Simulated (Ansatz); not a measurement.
Ansatz (an electronic-structure program) input (HF/3-21G): The .json file is the Basis Set Exchange's 3-21G.

Ansatz 0.2 input:
```yaml
crystal:
  periodic: [false, false, false]
  atoms:
    - {symbol: C, position_ang: [-0.04887922, 0.02816407, 0.01029449]}
    - {symbol: O, position_ang: [0.09072173, 1.27310310, -0.27738523]}
    - {symbol: O, position_ang: [-1.23147366, -0.37305957, 0.26682771]}
    - {symbol: H, position_ang: [-1.91131900, 0.32935391, 0.20573748]}
    - {symbol: C, position_ang: [1.05439472, -0.94695257, 0.03698835]}
    - {symbol: H, position_ang: [1.93332978, -0.51883307, 0.52200439]}
    - {symbol: H, position_ang: [0.74223535, -1.85924173, 0.53822897]}
    - {symbol: H, position_ang: [1.32196362, -1.18489202, -0.99951600]}
    - {symbol: H, position_ang: [1.00671254, 1.54599575, -0.46569164]}
basis:
  gaussian:
    orbitals: 3-21G.json
hamiltonian:
  xc: {name: HF}
total_charge: 1
relax: {f_tol: 0.003, max_steps: 120}
```

From the last part of the output:

```
these checks for a lower state are left out or cut short: starts, cluster_reference, orbital_swaps, neighbouring_geometries, increment
integrals: 0.01 GiB planned
570 factors; integrals over basis functions are off by at most 4.8e-4 eV
mean field: 0.08 GiB planned
mean field -6172.99218591 eV, -226.8532786277 hartree, gradient 2.4e-5 eV, S^2 0.000000; 0 other end points of the search recorded, 0 dependent functions left out
the calculation of the forces begins
reference -6172.99218591 eV, -226.8532786277 hartree; 16, 16 occupied and 30, 30 virtual orbitals, 570 factors
relax step  22: F+E_penalty+E_count = -6172.99218591 eV  Δ(F+E_penalty+E_count) = +3.908e-7 eV  max|allowed force component| = 4.716e-3 eV/Å  Δτ_max = 0.0051 Å  (24 SCF iters, rejected (line search))
these checks for a lower state are left out or cut short: starts, cluster_reference, orbital_swaps, neighbouring_geometries, increment
integrals: 0.01 GiB planned
570 factors; integrals over basis functions are off by at most 4.8e-4 eV
mean field: 0.08 GiB planned
mean field -6172.99218356 eV, -226.8532785413 hartree, gradient 2.4e-5 eV, S^2 0.000000; 0 other end points of the search recorded, 0 dependent functions left out
the calculation of the forces begins
reference -6172.99218356 eV, -226.8532785413 hartree; 16, 16 occupied and 30, 30 virtual orbitals, 570 factors
relax step  23: F+E_penalty+E_count = -6172.99218356 eV  Δ(F+E_penalty+E_count) = +2.743e-6 eV  max|allowed force component| = 1.376e-2 eV/Å  Δτ_max = 0.0021 Å  (24 SCF iters, rejected (line search))
these checks for a lower state are left out or cut short: starts, cluster_reference, orbital_swaps, neighbouring_geometries, increment
integrals: 0.01 GiB planned
570 factors; integrals over basis functions are off by at most 4.8e-4 eV
mean field: 0.08 GiB planned
mean field -6172.99218699 eV, -226.8532786675 hartree, gradient 2.4e-5 eV, S^2 0.000000; 0 other end points of the search recorded, 0 dependent functions left out
the calculation of the forces begins
reference -6172.99218699 eV, -226.8532786675 hartree; 16, 16 occupied and 30, 30 virtual orbitals, 570 factors
relax step  24: F+E_penalty+E_count = -6172.99218699 eV  Δ(F+E_penalty+E_count) = -6.934e-7 eV  max|allowed force component| = 3.869e-3 eV/Å  Δτ_max = 0.0010 Å  (24 SCF iters, accepted)
these checks for a lower state are left out or cut short: starts, cluster_reference, orbital_swaps, neighbouring_geometries, increment
integrals: 0.01 GiB planned
570 factors; integrals over basis functions are off by at most 4.8e-4 eV
mean field: 0.08 GiB planned
mean field evaluation 128: about -6172.9913 eV, gradient 4.9e-2 eV
mean field -6172.99218773 eV, -226.8532786948 hartree, gradient 2.4e-5 eV, S^2 0.000000; 0 other end points of the search recorded, 0 dependent functions left out
the calculation of the forces begins
reference -6172.99218773 eV, -226.8532786948 hartree; 16, 16 occupied and 30, 30 virtual orbitals, 570 factors
relax step  25: F+E_penalty+E_count = -6172.99218773 eV  Δ(F+E_penalty+E_count) = -7.419e-7 eV  max|allowed force component| = 2.376e-4 eV/Å  Δτ_max = 0.0003 Å  (25 SCF iters, accepted)
integrals: 0.01 GiB planned
570 factors; integrals over basis functions are off by at most 4.8e-4 eV
mean field: 0.08 GiB planned
mean field -6172.99218773 eV, -226.8532786948 hartree, gradient 2.4e-5 eV, S^2 0.000000; 1 other end points of the search recorded, 0 dependent functions left out
the calculation of the forces begins
reference -6172.99218773 eV, -226.8532786948 hartree; 16, 16 occupied and 30, 30 virtual orbitals, 570 factors
Total energy: -6172.99218773 eV, -226.8532786948 hartree
Atom 0 at    -0.036459     0.027549     0.001724 Å, force    -0.000238     0.000045     0.000041 eV/Å
Atom 1 at     0.102511     1.253428    -0.356986 Å, force     0.000060    -0.000061     0.000007 eV/Å
Atom 2 at    -1.207403    -0.332812     0.348665 Å, force     0.000214    -0.000074    -0.000004 eV/Å
Atom 3 at    -1.934816     0.322879     0.328138 Å, force    -0.000017     0.000037    -0.000036 eV/Å
Atom 4 at     1.060949    -0.966783     0.034026 Å, force    -0.000055    -0.000037     0.000027 eV/Å
Atom 5 at     1.844112    -0.628461     0.706436 Å, force     0.000038    -0.000022     0.000021 eV/Å
Atom 6 at     0.676671    -1.915296     0.371434 Å, force     0.000000     0.000033    -0.000011 eV/Å
Atom 7 at     1.487186    -1.076406    -0.959090 Å, force    -0.000007     0.000070    -0.000014 eV/Å
Atom 8 at     0.964934     1.609540    -0.636859 Å, force     0.000004     0.000009    -0.000030 eV/Å
Dipole moment:     0.348454     0.247287    -0.140892 e Å
```

The dipole moment of an ion depends on the origin.
